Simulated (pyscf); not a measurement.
F–CH•–F (SMILES F[CH]F) + H₂ (SMILES [H][H]) → F–CH₂–F (SMILES FCF) + H• (SMILES [H]), a hydrogen abstraction (doublet surface; H–H broken, C–H formed). Optimised with ωB97X-D3(BJ)/def2-SVP in PySCF. Energies in kJ/mol from the separated reactants.

Small-basis levels: PySCF, no dispersion term, spherical d functions. Open shells are spin-unrestricted. 

### Question
In single points B3LYP/6-31G* puts the saddle at 46.5 kJ/mol and the reaction energy at +18.7 kJ/mol. Should these be trusted to within a few kcal/mol? Compare with ωB97M-D3(BJ)/def2-TZVP.

### Answer
ωB97M-D3(BJ)/def2-TZVP gives ΔE‡ = 51.1 kJ/mol and ΔE = +2.8 kJ/mol. B3LYP/6-31G* lies 4.6 kJ/mol under it in the barrier and 16.0 kJ/mol over it in the reaction energy, so on this step it does not hold to within 12.6 kJ/mol. ωB97M-D3(BJ)/def2-TZVP has limits of its own. This is the saddle that the search found; another between the same sides may lie lower. The angle at the transferred H is 176°.
